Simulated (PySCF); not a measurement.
Mapped SMILES: `[CH3:1][CH2:2][NH:3][CH:4]=[O:5]`. Hydrogens are named by the atom that carries them.

Geometry: PBE0-D3(BJ)/def2-SVP; GIAO absolute shieldings from PySCF, gas phase, non-relativistic, averaged over equivalent atoms.

At PBE0/pcSseg-1 (120 basis functions, 6.4 s wall time on 1 thread of an x86-64 server CPU, shared host):
```json
{"atoms": "C4", "σ (ppm)": "23.9"}
{"atoms": "C2", "σ (ppm)": "150.8"}
{"atoms": "C1", "σ (ppm)": "166.6"}
{"atoms": "N3", "σ (ppm)": "122.9"}
{"atoms": "O5", "σ (ppm)": "-88.1"}
{"atoms": "H(C4)", "σ (ppm)": "23.31"}
{"atoms": "H(N3)", "σ (ppm)": "26.96"}
{"atoms": "H(C2)", "σ (ppm)": "28.05"}
{"atoms": "H(C1)", "σ (ppm)": "30.19"}
```

Question: Predict the values at B97-2/pcSseg-2 on the same geometry.

Answer: 
```
atoms  σ at B97-2/pcSseg-2  change
   C4                 21.7    -2.2
   C2                147.7    -3.1
   C1                164.9    -1.7
   N3                119.9    -3.0
   O5                -68.9   +19.2
H(C4)                23.15   -0.16
H(N3)                26.62   -0.34
H(C2)                28.04   -0.01
H(C1)                30.33   +0.14
```

The largest change is at O5 (amide-type carbonyl oxygen). Cost: 278 basis functions, 20 s wall time on 1 thread of an x86-64 server CPU, shared host. The order of the carbon signals is the same at both levels.

The C=O carbon of an acid or of an amide with N–H lies up to 10 ppm further downfield in solution, through hydrogen bonding that the calculation lacks.
